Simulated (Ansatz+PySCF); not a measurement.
A calculation with PySCF 2.14.0.

```python
from pyscf import gto, scf, mp

# the (T+d) and (D+d) sets load through basis_set_exchange
mol = gto.M(atom="""
Si -0.466480 0.000000 0.562900
H -0.340010 0.000000 -1.235950
H 0.433770 0.000000 -1.091410
H 0.186360 -1.285610 0.882230
H 0.186360 1.285610 0.882230
""", basis={'H': 'cc-pvtz', 'Si': 'cc-pv(t+d)z'}, charge=1, spin=1)
mf = scf.UHF(mol)
mf.kernel()
pt = mp.MP2(mf, frozen=5).run()
print(mf.e_tot, pt.e_corr, pt.e_tot)
```

The script is written out from the run's settings.

The run gave:

- Converged: yes
- Reference energy: -290.88978 hartree
- Correlation energy: -0.11601 hartree
- Total energy: -291.00579 hartree
- Spin squared of the determinant: 0.754
